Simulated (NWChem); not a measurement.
System: acetic acid (C2H4O2); SMILES OC(=O)C

```xyz
8

C     -0.0342     1.3883     0.0000
C      0.1062    -0.1045     0.0000
O     -1.0893    -0.7160     0.0000
O      1.1418    -0.7142     0.0000
H      0.9582     1.8512     0.0000
H     -0.6027     1.7099    -0.8848
H     -0.6027     1.7099     0.8848
H     -0.9060    -1.6682     0.0000
```
Atoms are numbered in this order, from 1.

Structure relaxed at the PBE0/def2-SVP level.

**Question.** Give the principal values of the shielding tensors (ppm) of C1, C2, O3, O4 from LDA (Slater exchange, VWN5)/pcSseg-1, GIAO (NWChem), with their diamagnetic and paramagnetic parts as GIAO splits them.

**Answer.** 
```tsv
atom	σ11	σ22	σ33	isotropic	diamagnetic	paramagnetic
C1	140.4	152.9	191.9	161.7	250.6	-88.8
C2	-94.4	42.4	70.3	6.1	252.2	-246.1
O3	-54.1	121.3	242.5	103.2	393.1	-289.9
O4	-373.3	-226.0	218.0	-127.1	404.7	-531.8
```
